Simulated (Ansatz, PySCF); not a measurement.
Breaking a bond: Na2, singlet.

Levels: RMP2 = Ansatz (a quantum-chemistry and plane-wave program) with MP2 on RHF/aug-cc-pVQZ, frozen core; RKS-PBE = Ansatz with restricted PBE/aug-cc-pVQZ; UKS-B3LYP/6-31G* = PySCF with unrestricted B3LYP/6-31G*, spherical d.

Energies are in eV, each relative to the lowest point of its own curve near equilibrium.

```
R / Å   RMP2  RKS-PBE  UKS-B3LYP/6-31G*
-----  -----  -------  ----------------
2.52   0.321    0.226             0.193
2.65   0.193    0.122             0.101
2.74   0.126    0.072             0.057
2.92   0.039    0.014             0.008
3.01   0.016    0.002             0.000
3.10   0.003    0.000             0.001
3.17   0.000    0.004             0.008
3.25   0.003    0.015             0.020
3.45   0.033    0.060             0.070
3.55   0.058    0.091             0.102
3.88   0.171    0.212             0.229
4.16   0.288    0.327             0.348
4.63   0.493    0.518             0.509
5.10   0.685    0.686             0.609
5.60   0.857    0.833             0.670
6.26   1.028    0.976             0.709
6.86   1.127    1.066             0.725
7.50   1.182    1.129             0.732
8.36   1.185    1.178             0.736
9.44   1.106    1.207                 —
```

At the longest distance, 9.44 Å, RKS-PBE lies highest above its minimum (1.207 eV) and RMP2 lowest (1.106 eV).

A dash means that the run gave no value there, or that the column was ended at a point which the program doubted or which failed a test of continuity chosen for this set; such a test can also cut sound points.

The restricted form behind RMP2, RKS-PBE keeps the bonding electrons paired and can't separate into open-shell fragments. The T1 diagnostic of CCSD on the restricted reference of RMP2 exceeds 0.045 at 4.63 to 9.44 Å. The unrestricted solution behind UKS-B3LYP/6-31G* changes between 8.36 and 9.44 Å, which can leave a kink. The unrestricted determinant behind UKS-B3LYP/6-31G* is spin-contaminated at 4.16 to 8.36 Å (<S²> up to 1.0, against 0.00 for a pure singlet).
